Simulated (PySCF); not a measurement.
**Vibration and rotation of N₂**

RHF-CCSD(T) constants of N₂, ¹Σg⁺ (singlet), closed shell (basis N 3-21G; no relativity; PySCF 2.14; masses 14.0031 and 14.0031 u):

| Property | Result |
| --- | --- |
| ωe | 2137.5 cm⁻¹ |
| ωexe | 19.4 cm⁻¹ |
| Be | 1.8954 cm⁻¹ |
| αe | 0.0219 cm⁻¹ |
| D (centrifugal) | 5.96e-06 cm⁻¹ |
| De to N + N | 7.07 eV |

Q: Give the vibrational terms G(v) and spacings up to v = 6.

A: G(v) = ωe(v+½) − ωexe(v+½)².

| v | G(v) (cm⁻¹) | G(v) − G(v−1) | Bv (cm⁻¹) |
| --- | --- | --- | --- |
| 0 | 1064 |  | 1.884 |
| 1 | 3163 | 2099 | 1.863 |
| 2 | 5222 | 2060 | 1.841 |
| 3 | 7244 | 2021 | 1.819 |
| 4 | 9226 | 1982 | 1.797 |
| 5 | 11169 | 1944 | 1.775 |
| 6 | 13074 | 1905 | 1.753 |

Q: How well does the Morse estimate ωe²/(4ωexe) reproduce De, and what is D0?

A: It gives 7.30 eV, 103 % of the computed De. D0 = De − G(0) = 7.07 − 0.13 = 6.94 eV.

Measured values (Huber and Herzberg, Constants of Diatomic Molecules (1979)): ωe = 2358.57 cm⁻¹, ωexe = 14.324 cm⁻¹, Be = 1.998241 cm⁻¹, αe = 0.017318 cm⁻¹.

Correlated steps freeze 2 core orbitals. Where the molecule has an RHF reference, its open-shell atoms are computed with UHF. 3-21G is very small, so such numbers show the basis as much as the molecule.
